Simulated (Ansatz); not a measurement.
The cluster LiH2, relaxed as a doublet with UKS r2SCAN-D4/def2-TZVP in Ansatz, starting from the GFN1-xTB geometry. Force threshold 0.02 eV/Å.

The structure comes from a short search, and lower isomers may exist.

Start:

```xyz
3

Li    1.2918    0.6168    0.3452
H    -0.9822   -0.4869   -0.2779
H    -0.3096   -0.1299   -0.0673
```

Estimate the energy that the relaxation releases and the steps that it takes.

7.7 kcal/mol, in 9 steps; 1 s on 4 threads of AMD EPYC 9R45 on a shared host. The force fell under the threshold at step 8, but the optimiser went on. No frequencies were taken in this run, so the end may be a saddle point.

Does the start keep its bonding and symmetry?

Bonds lost: Li1–H3 (atoms count from 1). The end holds 2 separate pieces. Point group C∞v at the start, C∞v at the end, both within 0.05 Å.

Predict the relaxed structure.


```tsv
atom	x (Å)	y (Å)	z (Å)
Li1	2.4036	1.1551	0.6488
H2	-1.5315	-0.7291	-0.4075
H3	-0.8721	-0.4260	-0.2413
```
Bond lengths: .
